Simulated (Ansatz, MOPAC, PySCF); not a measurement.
System: sulfur dioxide, SO₂, charge 0, multiplicity 1. SMILES: O=S=O
Structure (B3LYP-D3(BJ)/def2-TZVP (Ansatz, a first-principles code) minimum search):
```xyz
3

S     -0.0171     0.0041     0.3653
O      0.0256     1.2345    -0.3789
O      0.0086    -1.2427    -0.3517
```
Charge 0, spin multiplicity 1.

Unscaled harmonic wavenumbers (cm⁻¹) in rising order, each level at the stationary point that it reaches from this structure (no distance between atoms moves by over 0.3 Å); the order of modes can differ between levels, and a negative number is imaginary. B3LYP-D3(BJ)/def2-TZVP (PySCF, at the structure above): 522, 1179, 1376.

PM3 (MOPAC): 410, 800, 895. Zero-point energy 3.0 against 4.4 kcal/mol; where all levels lie over 400 cm⁻¹, the wavenumbers are on average 0.665 times those of B3LYP-D3(BJ)/def2-TZVP.

PM7 (MOPAC): 322, 1044, 1286. Zero-point energy 3.8 against 4.4 kcal/mol; where all levels lie over 400 cm⁻¹, the wavenumbers are on average 0.910 times those of B3LYP-D3(BJ)/def2-TZVP.

HF/6-31G* (Ansatz): 592, 1358, 1568. Zero-point energy 5.0 against 4.4 kcal/mol; where all levels lie over 400 cm⁻¹, the wavenumbers are on average 1.146 times those of B3LYP-D3(BJ)/def2-TZVP.

B3LYP/6-31G* (Ansatz): 502, 1141, 1338. Zero-point energy 4.3 against 4.4 kcal/mol; where all levels lie over 400 cm⁻¹, the wavenumbers are on average 0.970 times those of B3LYP-D3(BJ)/def2-TZVP.
